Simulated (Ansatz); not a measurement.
We consider zinc-blende GaN (metastable phase), described by PBE in Ansatz (PAW).

The same calculation (at a fixed cell, not relaxed at this level and not confirmed as the measured one, 11.566 Å³/atom) with different numerical settings:

```csv
run,k mesh,electronic dielectric constant ε∞,static dielectric constant,zone-centre TO phonon frequency (cm⁻¹),rough time
1,4×4×4,5.469,10.068,530.3,5 core-s
2,6×6×6,5.818,10.462,530.0,8 core-s
3,8×8×8,5.941,10.594,530.0,20 core-s
4,12×12×12,6.011,10.667,530.0,50 core-s
5,16×16×16,6.027,10.683,530.0,100 core-s
6,20×20×20,6.032,10.688,530.0,3 core-min
```

In the column static dielectric constant the first row differs from the last by -0.620 and the next to last by -0.005.

The last row is no converged limit: other settings stay fixed.

Ansatz is a program for electronic structure.
